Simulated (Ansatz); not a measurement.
# Relaxing LiNi3Pd

Method: Ansatz 0.2.0, DFT PBE, scalar-relativistic, plane waves, PAW.

The start puts LiNi3Pd on the cubic perovskite structure type (Pm-3m, No. 221), with Li in place of Sr, Pd in place of Ti, Ni in place of O, at a guessed volume.

The final relaxation ran on this input, with the default PAW datasets:

```yaml
crystal:
  lattice:
    - [4.5884236508, 0.0, 0.0]
    - [0.0, 4.5884236508, 0.0]
    - [0.0, 0.0, 4.5884236508]
  atoms:
    - { symbol: Li, position: [0.0, 0.0, 0.0] }
    - { symbol: Ni, position: [0.0, 0.5, 0.5] }
    - { symbol: Ni, position: [0.5, 0.0, 0.5] }
    - { symbol: Ni, position: [0.5, 0.5, 0.0] }
    - { symbol: Pd, position: [0.5, 0.5, 0.5] }
basis:
  ecutwfc: 420
kpoints:
  mp_grid: { grid: [8, 8, 8] }
hamiltonian:
  xc: pbe
scf:
  occupations: { method: gaussian, width: 0.1 }
output:
  forces: true
  stress: true
  eigenvalues: true
relax:
  adjacent_minimum: "off"
  f_tol: 0.01
  max_steps: 80
  cell: { stress_tol: 0.05 }
```

Launched as:

```bash
ansatz run input.yaml --threads 1 --pin off --max-ram 2560MiB --backend cpu --events-out ev --progress --plain --runs-dir out
```

The run took 43 s on 1 thread of Intel(R) Xeon(R) Platinum 8259CL CPU @ 2.50GHz (Skylake/Cascade Lake), on a shared host, peak memory 0.51 GiB.

End of the output:

```
SCF converged after 7 iterations
Free energy (F): -24691.458838 eV
Harris-Foulkes:  -24691.458838 eV  (|F-HF|=2.55e-11)
Internal energy: -24691.389173 eV  (E = F + TS)
E sigma→0 (E₀):  -24691.424005 eV
Entropy (-TS):   -0.069665 eV (-13.933 meV/atom)
Fermi energy:    7.984767 eV
--- Per-component energies (eV) ---
  E_band       = -1782.250679
  E_kinetic    = 1382.205982
  E_local      = -18780.811916  (includes V_loc(G=0)·N_el)
  E_nonlocal   = 2118.918334
  E_hartree    = 8001.096510
  E_xc         = -425.097650
  E_vxc        = -541.515753  (∫ρ·V_xc dr)
  E_paw        = -8684.688147  (= ΣΔE_a)
  E_vpaw       = -1963.242707  (= ΣTr[D̂ρ^β])
  E_aug_tail   = 0.001799  (compensation charges beyond the density's cutoff)
  E_ewald      = -8303.014085
  E_smearing   = -0.069665  (= −TS)
  E_closure    =  0.000000  (closes the sum)
  Σ components = -24691.458838   (vs F -24691.458838, Δ=0.00e0)
--- Forces (eV/Å), atoms counted from 1 ---
  atom   1  Li     0.00000000     0.00000000     0.00000000
  atom   2  Ni     0.00000000     0.00000000     0.00000000
  atom   3  Ni     0.00000000     0.00000000     0.00000000
  atom   4  Ni     0.00000000     0.00000000     0.00000000
  atom   5  Pd     0.00000000     0.00000000     0.00000000
  max |Σ_I F_I| component: 1.14e-28 eV/Å
--- Stress (GPa, compression-positive) ---
       -0.000370       0.000000       0.000000
        0.000000      -0.000370       0.000000
        0.000000       0.000000      -0.000370
  P = ⅓ Tr σ = -0.0004 GPa (-0.004 kbar)
--- Relaxed structure (3 steps of the walk, 3 accepted, 1 SCFs on fresh bases) ---
  F+E_penalty+E_count = -24691.45883760 eV   max|allowed force component| = 7.084e-29 eV/Å   (the final SCF, on the basis selected at the relaxed cell)
  cell:  # Å, volume = 96.9018 Å³
    - [4.593149, 0.000000, 0.000000]
    - [0.000000, 4.593149, 0.0]
    - [0.000000, 0.0, 4.593149]
  atoms:
    - { symbol: Li, position: [0.000000, 0.000000, 0.000000] }
    - { symbol: Ni, position: [0.000000, 0.500000, 0.500000] }
    - { symbol: Ni, position: [0.500000, 0.000000, 0.500000] }
    - { symbol: Ni, position: [0.500000, 0.500000, 0.000000] }
    - { symbol: Pd, position: [0.500000, 0.500000, 0.500000] }
```

Total energies depend on the potentials used, so only differences within one code and one set of settings carry meaning.

The result has space group Pm-3m (No. 221). Li has 12 Ni at 3.25 Å; Ni has 2 Pd at 2.30 Å; Pd is coordinated by 6 Ni at 2.30 Å.

Against the elements it lies at 1.06 eV/atom. Formation energies are uncorrected and refer to the elements' standard structures at the same level.

The k mesh leaves about 4 meV/atom of noise in metals.

Symmetry constrained the relaxation, so the result can be a saddle point.